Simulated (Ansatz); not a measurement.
Reaction (SMILES): C=CF → [CH-]=CF + H+
B3LYP-D3(BJ)/def2-TZVP geometries, fixed; electronic energies without zero-point terms.

Basis-set convergence of the deprotonation energy at wB97M-V with Ansatz (a program for electronic structure). Cartesian d functions, on some or all atoms, in 6-31G**; all else is spherical. The program fits the integrals of some runs and decomposes those of others, by size. The proton leaves the site shown, which need not be the most acidic. The functional holds VV10 correlation; no added dispersion term, no relativity. Functions are those of the species that has most. Reference: the value in aug-pcseg-3, 397.92 kcal/mol, itself unsure by roughly 0.20 kcal/mol (its mean distance from aug-cc-pVQZ, def2-QZVPPD). Deviations are taken from unrounded values. Cost is core time over that of 6-31G**, rough, on shared machines of one kind.

```
basis            functions  deprotonation energy (kcal/mol)  minus reference (kcal/mol)  cost
---------------  ---------  -------------------------------  --------------------------  ----
pcseg-0                 33                           411.35                       13.43  0.7×
6-31G**                 60                           420.32                       22.40    1×
def2-SVPD               87                           398.03                        0.11    1×
6-311++G(2d,2p)        111                           396.95                       -0.97    2×
cc-pVTZ                132                           405.43                        7.51    2×
def2-TZVPP             135                           401.64                        3.72    2×
aug-pcseg-2            207                           397.80                       -0.12    4×
aug-cc-pVQZ            378                           397.82                       -0.10    8×
aug-pcseg-3            402                           397.92                        0.00   10×
```

The smallest set listed that lies within 2 kcal/mol of the reference with all its larger relatives (same family, alike in diffuse functions; a set with none counts only in the reference's own line) is def2-SVPD (87 functions, 1× in cost, 0.11 kcal/mol off). Inside, with no larger relative to test it: aug-cc-pVQZ. (Relatives not listed, tested too: def2-TZVPD 0.09, def2-TZVPPD 0.47, 6-311++G(3df,3pd) -0.46, def2-QZVPPD 0.30 kcal/mol.)
